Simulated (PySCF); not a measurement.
C₂F₄, SMILES FC(F)=C(F)F. Atoms are numbered in the order given.

```xyz
6

F      0.0000     1.1018    -1.3861
C      0.0000     0.0000    -0.6670
F      0.0000    -1.1018    -1.3861
C      0.0000     0.0000     0.6670
F      0.0000    -1.1018     1.3861
F      0.0000     1.1018     1.3861
```

Coordinates come from a r2SCAN-D4/def2-SVP optimisation.

The numbers are results of SMD-ωB97X/6-31G* run with PySCF, not measurements.

Solvation free energies are E(SMD) − E(gas) at the gas-phase geometry, for 1 M in both phases. In vacuum the dipole moment is 0.00 D.

```tsv
solvent	ΔG(solv) (kcal/mol)	its non-electrostatic (CDS) part	dipole (D)
water	4.1	5.2	0.00
dichloromethane	0.9	1.8	0.00
chlorobenzene	1.2	2.0	0.00
```
